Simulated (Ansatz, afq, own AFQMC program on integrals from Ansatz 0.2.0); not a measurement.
# GeH5O, doublet: AFQMC among the cluster methods

| atom | x (Å) | y (Å) | z (Å) |
| --- | --- | --- | --- |
| Ge | -0.5329 | 0.0101 | 0.0000 |
| H | -1.0443 | 1.4567 | 0.0000 |
| H | -1.0443 | -0.7132 | 1.2528 |
| H | -1.0443 | -0.7132 | -1.2528 |
| H | 1.2731 | 0.0101 | 0.0000 |
| O | 2.3711 | 0.0101 | 0.0000 |
| H | 2.6230 | -0.9298 | 0.0000 |

Basis cc-pVDZ. Noble-gas cores (and the filled d shells of Ga–Kr and In–Xe) are frozen. Ansatz 0.2.0 and our own AFQMC program on the same integrals; the CISD trial comes from CCSD amplitudes, and released means the phaseless constraint is let go. ± is one standard error of the sampling. No spin–orbit coupling.

Determinant: UHF, the one that the program's search chose, which needn't be the lowest solution. The geometry is a point of a scan.

No full CI on the walks' own integrals is used here; CCSDT(Q) serves as the reference and is uncertain by about the last step of the cluster series.

Cautions: no relativity below Rb; no spin-orbit coupling; inner d shell frozen.

- T1 diagnostic: 0.0135
- weight of the determinant in the CISD state: 0.875
- ⟨S²⟩ of the determinant: 0.770
- size of the correlated space: 15 electrons in 51 orbitals

Reference: CCSDT(Q), correlation energy -9.471 eV. The released energy is read at 1.50 1/Eh (meV from the phaseless value at times in 1/Eh: -2 ± 4 at 0.24, -8 ± 3 at 0.51, -8 ± 3 at 0.99, -9 ± 4 at 1.50).

```tsv
level	E − E(reference) (kJ/mol)	share of correlation (%)
HF	913.8	0.00
MP2	114.2	87.51
CCSD	21.8	97.61
CCSD(T)	4.1	99.55
CCSDT	1.9	99.80
ph-AFQMC/CISD	0.9 ± 0.5	99.90
released AFQMC	0.0 ± 0.4	100.00
```

A walk keeps the symmetry of its determinant, which the program's search chose and which needn't be the lowest solution, so a lower state of the same spin and another symmetry isn't excluded. Released energies are given only where the last usable release times agree within the noise; a slower fall can still hide under it.
